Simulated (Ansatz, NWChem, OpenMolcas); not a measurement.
**Worked example: PH2 → PH + H**

Species: PH2 `[PH2]`, doublet; PH, triplet; H atom, doublet. 

Shapes, held fixed at every level: PBE0-D4/def2-TZVP. Programs: Ansatz 0.2.0, NWChem 7.3.0, OpenMolcas 26.06. A level may come from different programs for different species; with the same settings they agree closely. The zero-point and thermal change to 298 K, harmonic and unscaled (PBE0-D4/def2-TZVP, UPBE0-D4/def2-TZVP), is -16.3 kJ/mol.

At M06-2X/cc-pVTZ; 1 Eh = 2625.50 kJ/mol:

| species | energy (Eh) |
| --- | --- |
| PH2 | -342.491405 |
| PH | -341.865854 |
| H | -0.498135 |

Q: Work out ΔH(298 K) of the reaction at this level.

A: 
1. Products less reactants: (-341.865854) + (-0.498135) − [(-342.491405)] = 0.127416 Eh = +334.5 kJ/mol.
2. With the thermal change: +334.5 + (-16.3) = +318.2 kJ/mol.

Other levels give +306.9 (PBE0/6-31G* (spherical functions)) to +358.6 kJ/mol (SVWN5/cc-pVTZ). No measured value is set beside it here. Open shells run unrestricted unless RO is named.
